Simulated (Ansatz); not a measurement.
Ansatz (a quantum-chemistry and plane-wave program) input:

Ansatz 0.2 input:
```yaml
crystal:
  periodic: [false, false, false]
  atoms:
    - {symbol: Al, position_ang: [-0.00383302, 0.77670458, 0.02693831]}
    - {symbol: Cl, position_ang: [1.82205043, -0.28761349, -0.02117671]}
    - {symbol: Cl, position_ang: [-1.81911930, -0.30633707, 0.00057682]}
basis:
  gaussian:
    orbitals: def2-TZVPD
hamiltonian:
  xc: {name: wB97X-V}
magnetization: {spin_polarized: true, initial_magnetization: 1}
output: {forces: true}
```

**Question.** Predict the final energy.

**Answer.** -1162.78437 Eh (wB97X-V/def2-TZVPD). The basis has 135 functions.

It need not be the lowest isomer of its formula.
